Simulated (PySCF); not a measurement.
PySCF input (M06-2X/def2-TZVPD):

```python
from pyscf import gto, scf, dft

mol = gto.M(
    atom='''
    O     0.40729498    1.27979630    0.29460394
    C     0.08163148    0.13868104    0.03256419
    N     0.99861611   -0.84680311   -0.18123877
    C    -1.37105389   -0.27916763   -0.07797619
    H     0.73494507   -1.78997243   -0.39805759
    H    -1.84573602    0.32224419   -0.85323023
    H    -1.50787858   -1.33524955   -0.31016180
    H    -1.86875914   -0.05203685    0.86465332
    H     1.97529047   -0.61281436   -0.11889194
    ''',
    basis='def2-tzvpd',
    charge=0,
    spin=0,
    verbose=4,
)

mf = dft.RKS(mol, xc='m062x').density_fit(auxbasis='def2-universal-jkfit')
mf.grids.level = 4
mf.conv_tol = 1e-9
mf.max_cycle = 100
mf.max_memory = 1500
mf.kernel()
if not mf.converged:
    mf = mf.newton()
    mf.kernel(mf.make_rdm1())
mf.analyze()
```

End of the output:

```
Extra cycle  E= -209.211520327668  delta_E= 1.08e-12  |g|= 4.11e-06  |ddm|= 8.2e-06
converged SCF energy = -209.211520327668
**** SCF Summaries ****
Total Energy =                        -209.211520327668211
Nuclear Repulsion Energy =             121.821104552867567
One-electron Energy =                 -524.809149398508566
Two-electron Energy =                  193.776524517972803
Two-electron Coulomb Energy =          221.928544466250088
DFT Exchange-Correlation Energy =      -28.152019948277271
HOMO-LUMO gap [eV] =                     9.285489105798494
**** MO energy ****
MO #1   energy= -19.5904482813259  occ= 2
MO #2   energy= -14.7729554170543  occ= 2
MO #3   energy= -10.6481988390732  occ= 2
MO #4   energy= -10.544394622174   occ= 2
MO #5   energy= -1.16090779126657  occ= 2
MO #6   energy= -1.01775150077658  occ= 2
MO #7   energy= -0.838673455431191 occ= 2
MO #8   energy= -0.677090791459133 occ= 2
MO #9   energy= -0.622094564733583 occ= 2
MO #10  energy= -0.554597167608271 occ= 2
MO #11  energy= -0.525789897883328 occ= 2
MO #12  energy= -0.48377217319623  occ= 2
MO #13  energy= -0.470347932436534 occ= 2
MO #14  energy= -0.441761656099427 occ= 2
MO #15  energy= -0.342928777626638 occ= 2
MO #16  energy= -0.333822598482341 occ= 2
MO #17  energy= 0.00741283505911028 occ= 0
MO #18  energy= 0.0390652074303519 occ= 0
MO #19  energy= 0.0500165928231104 occ= 0
MO #20  energy= 0.0524474929842517 occ= 0
MO #21  energy= 0.0737550074614213 occ= 0
MO #22  energy= 0.086182706311082  occ= 0
MO #23  energy= 0.0873274388056906 occ= 0
MO #24  energy= 0.095757233395385  occ= 0
MO #25  energy= 0.120717338708     occ= 0
MO #26  energy= 0.126106873649228  occ= 0
MO #27  energy= 0.129663905558981  occ= 0
MO #28  energy= 0.148092220472524  occ= 0
MO #29  energy= 0.170329385700115  occ= 0
MO #30  energy= 0.189636405838738  occ= 0
MO #31  energy= 0.197672678929527  occ= 0
MO #32  energy= 0.200992591549116  occ= 0
MO #33  energy= 0.20689205219512   occ= 0
MO #34  energy= 0.219044569691018  occ= 0
MO #35  energy= 0.240741622250169  occ= 0
MO #36  energy= 0.2497607553687    occ= 0
MO #37  energy= 0.261354820149379  occ= 0
MO #38  energy= 0.27210364660492   occ= 0
MO #39  energy= 0.279760653445043  occ= 0
MO #40  energy= 0.2905953097721    occ= 0
MO #41  energy= 0.299401615320968  occ= 0
MO #42  energy= 0.300797039468357  occ= 0
MO #43  energy= 0.308653326653884  occ= 0
MO #44  energy= 0.310299277074011  occ= 0
MO #45  energy= 0.321740274252186  occ= 0
MO #46  energy= 0.336185428484775  occ= 0
MO #47  energy= 0.35907014612383   occ= 0
MO #48  energy= 0.378719922916255  occ= 0
MO #49  energy= 0.380840878596902  occ= 0
MO #50  energy= 0.394488429569188  occ= 0
MO #51  energy= 0.40104896541718   occ= 0
MO #52  energy= 0.411097677405165  occ= 0
MO #53  energy= 0.417098948000923  occ= 0
MO #54  energy= 0.428336853681932  occ= 0
MO #55  energy= 0.430767311030307  occ= 0
MO #56  energy= 0.439041874614692  occ= 0
MO #57  energy= 0.449676423960012  occ= 0
MO #58  energy= 0.468654663383924  occ= 0
MO #59  energy= 0.48575017270802   occ= 0
MO #60  energy= 0.506234683836744  occ= 0
MO #61  energy= 0.513384791881787  occ= 0
MO #62  energy= 0.532937297389839  occ= 0
MO #63  energy= 0.56121478934468   occ= 0
MO #64  energy= 0.561469252207378  occ= 0
MO #65  energy= 0.582983437722873  occ= 0
MO #66  energy= 0.600332731295398  occ= 0
MO #67  energy= 0.623403913196171  occ= 0
MO #68  energy= 0.629877143186698  occ= 0
MO #69  energy= 0.640220841246485  occ= 0
MO #70  energy= 0.669120773316285  occ= 0
MO #71  energy= 0.683424856402782  occ= 0
MO #72  energy= 0.694053893291482  occ= 0
MO #73  energy= 0.701596700030534  occ= 0
MO #74  energy= 0.718891992792844  occ= 0
MO #75  energy= 0.72798286443034   occ= 0
MO #76  energy= 0.738476604971926  occ= 0
MO #77  energy= 0.757716732183892  occ= 0
MO #78  energy= 0.77654497944258   occ= 0
MO #79  energy= 0.800812563931043  occ= 0
MO #80  energy= 0.829470070922432  occ= 0
MO #81  energy= 0.848536716767421  occ= 0
MO #82  energy= 0.896220298205091  occ= 0
MO #83  energy= 0.896567747337165  occ= 0
MO #84  energy= 0.935891378993659  occ= 0
MO #85  energy= 0.963831968594936  occ= 0
MO #86  energy= 0.966666711115239  occ= 0
MO #87  energy= 0.987047216988485  occ= 0
MO #88  energy= 1.0536949109205    occ= 0
MO #89  energy= 1.05737030498855   occ= 0
MO #90  energy= 1.08854089904194   occ= 0
MO #91  energy= 1.1684134199944    occ= 0
MO #92  energy= 1.18309649720987   occ= 0
MO #93  energy= 1.22337255919308   occ= 0
MO #94  energy= 1.25059074326463   occ= 0
MO #95  energy= 1.28418404501142   occ= 0
MO #96  energy= 1.32420513806602   occ= 0
MO #97  energy= 1.40234693938051   occ= 0
MO #98  energy= 1.41754149091921   occ= 0
MO #99  energy= 1.45496574644708   occ= 0
MO #100 energy= 1.53468115510719   occ= 0
MO #101 energy= 1.60077418881656   occ= 0
MO #102 energy= 1.6527622575504    occ= 0
MO #103 energy= 1.65504010041224   occ= 0
MO #104 energy= 1.75112286275349   occ= 0
MO #105 energy= 1.75747588581202   occ= 0
MO #106 energy= 1.79061602953175   occ= 0
MO #107 energy= 1.80952933128179   occ= 0
[...]
```
